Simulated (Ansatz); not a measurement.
Results of PBE0 (Ansatz, an electronic-structure program, plane waves, PAW) for hcp Os.

Settings: plane-wave cutoff 460 eV, 12×12×6 k mesh (along the axes of the cell as run), Fermi–Dirac smearing 0.05 eV, no spin polarisation, scalar-relativistic PAW data made under PBE.

Computed at the level's own relaxed cell.

Q: Predict the lattice constant a and lattice parameter c.

A: 
- lattice constant a: 2.722 Å
- lattice parameter c: 4.303 Å

Measured, for comparison: lattice constant a 2.734 Å (293 K, no zero-point or thermal correction, our sources range from 2.734 to 2.740; as tabulated in Wikipedia's data pages); lattice parameter c 4.320 Å (293 K, no zero-point or thermal correction; as tabulated in Wikipedia's data pages). Computed (rounded) less measured: lattice constant a -0.4 % (-0.4 % to -0.7 % over the range), lattice parameter c -0.4 %. A static lattice is as a rule a little smaller and stiffer than an uncorrected measurement, which narrows the difference in the lattice constant a, lattice parameter c and would widen misses of the other sign.

Spin–orbit coupling is not included.

The computed numbers hold no vibrational or temperature effects.

Cost on a shared machine: roughly 30 core-minutes.
